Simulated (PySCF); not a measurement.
Molecule: SMILES C=C(C)/C=C/Cl, C₅H₇Cl.

Structure with atom numbers: `[CH2:1]=[C:2]([CH3:3])/[CH:4]=[CH:5]/[Cl:6]` (H(Xn): hydrogen on atom n). Ha(C1) is cis to C3; Hb(C1) is trans to C3.

Geometry PBE0-D3(BJ)/def2-SVP throughout; GIAO in PySCF 2.14, gas phase, one conformer, non-relativistic; equivalent atoms averaged; functional PBE0.

(1) How do the shifts δ (against TMS, HCl at the same level) depend on the basis set? (a selection of nuclei; ppm; last column core-seconds on shared hosts with different chips, so compare them loosely)

(2) Which nucleus among those listed moves most, in ppm?

(3) Taking the largest basis, pcSseg-2 (321 functions), as the yardstick, rank the others by their worst heavy-atom deviation.

Results:

(1) 
```csv
basis set,functions,C4,C2,C5,C3,Cl6,H(C5),Hb(C1),Ha(C1),H(C3),core-s
STO-3G,41,113.4,113.2,111.9,23.6,81.7,5.60,5.36,5.33,1.68,3.2
6-31G,72,133.8,135.7,124.7,20.1,139.7,6.09,5.37,5.40,1.90,6
pcSseg-0,72,147.9,147.2,141.7,22.4,170.2,5.93,5.41,5.49,1.99,5.8
6-31G*,102,131.0,132.7,120.3,19.0,152.5,5.74,4.99,5.05,1.71,8.3
def2-SVP,123,134.5,138.5,127.0,18.5,181.9,5.85,4.97,5.03,1.63,9.7
cc-pVDZ,123,136.3,140.4,127.8,19.5,180.3,5.92,5.04,5.12,1.69,13
pcSseg-1,144,143.6,146.8,132.5,20.0,202.5,6.01,5.25,5.31,1.81,11
aug-cc-pVDZ,205,135.9,142.2,127.3,18.9,192.5,6.45,5.27,5.32,1.91,29
"6-311+G(2d,p)",212,142.0,146.8,130.5,19.2,209.1,6.39,5.17,5.18,1.81,22
def2-TZVP,234,143.3,148.6,131.6,19.9,213.0,6.39,5.18,5.20,1.83,26
cc-pVTZ,282,142.4,147.0,131.0,19.7,198.5,6.31,5.17,5.21,1.83,47
IGLO-III,289,146.2,152.0,135.0,20.1,215.3,6.38,5.14,5.17,1.84,55
pcSseg-2,321,148.0,153.1,135.8,20.5,209.1,6.37,5.19,5.24,1.86,72
```

(2) Cl6 (chlorine bonded to C): from 81.7 ppm with STO-3G to 215.3 ppm with IGLO-III. The smallest spread is 0.36 ppm, at H(C3). Proton shifts span only some 12 ppm, so a few tenths of a ppm matter as much there as several ppm in carbon.

(3) def2-TZVP 4.7 ppm (234 functions), IGLO-III 6.2 ppm (289 functions), 6-311+G(2d,p) 6.3 ppm (212 functions), pcSseg-1 6.6 ppm (144 functions), cc-pVTZ 10.7 ppm (282 functions), aug-cc-pVDZ 16.6 ppm (205 functions), def2-SVP 27.2 ppm (123 functions), cc-pVDZ 28.8 ppm (123 functions), pcSseg-0 38.9 ppm (72 functions), 6-31G* 56.7 ppm (102 functions), 6-31G 69.4 ppm (72 functions), STO-3G 127.4 ppm (41 functions).

A small basis that lands close on one nucleus may do so by chance; judge by the trend and by all nuclei.
